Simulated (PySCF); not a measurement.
## Frontier levels across methods

Compound: (CH3)2CHCHF2, C4H8F2.
Cartesian coordinates in Å at the PBE0-D3(BJ)/def2-SVP level; atoms count from 1:
```
atom  x, y, z in Å
C1     0.219    1.346   -0.564
C2     0.327   -0.131   -0.206
C3    -0.875   -0.937   -0.683
C4     0.528   -0.297    1.286
F5     0.700   -1.603    1.601
F6    -0.560    0.143    1.966
H7    -0.673    1.793   -0.100
H8     1.099    1.915   -0.223
H9     0.138    1.477   -1.652
H10    1.241   -0.545   -0.667
H11   -0.987   -0.854   -1.774
H12   -1.799   -0.567   -0.215
H13   -0.765   -2.000   -0.427
H14    1.406    0.262    1.660
```

Basis pcSseg-1 throughout (PySCF), one geometry. Isolated species at its PBE0-D3(BJ)/def2-SVP geometry (one conformer only).

Q: How do the orbital energies, the gap and the dipole change with the method?

A: 
```
   method                    kind  HOMO (eV)  LUMO (eV)  gap (eV)  μ (D)  SCF cycles
     OPBE                     GGA      -7.44       0.75      8.19   1.92          14
     BLYP                     GGA      -7.45       0.49      7.94   1.94          13
      PBE                     GGA      -7.51       0.50      8.00   1.93          14
     BP86                     GGA      -7.63       0.59      8.22   1.96          13
      LDA                     LDA      -7.65       0.31      7.96   2.03          13
    B97-2           global hybrid      -8.91       1.35     10.26   2.10          12
CAM-B3LYP  range-separated hybrid     -10.65       2.15     12.80   2.14          12
BHandHLYP           global hybrid     -10.76       1.98     12.74   2.25          12
  wB97X-D  range-separated hybrid     -11.13       3.16     14.29   2.16          12
  LC-wPBE  range-separated hybrid     -11.95       3.51     15.46   2.15          11
       HF            Hartree–Fock     -13.10       4.13     17.24   2.42          10
```

The HOMO spans 5.66 eV, from OPBE down to HF, and the gap runs from 7.94 eV (BLYP) to 17.24 eV (HF). Over the methods OPBE (0 %), BLYP (0 %), PBE (0 %), BP86 (0 %), LDA (0 %), B97-2 (21 %), BHandHLYP (50 %), HF (100 %), a straight line through the gap against the share of exact exchange rises by 0.92 eV for each 10 % (correlation coefficient 0.999). The dipole ranges from 1.92 D (OPBE) to 2.42 D (HF). This basis has no diffuse functions.

The vertical ΔSCF ionisation energy at CAM-B3LYP/def2-SVPD is 11.73 eV; −ε(HOMO) comes closest to it with LC-wPBE (11.95 eV).
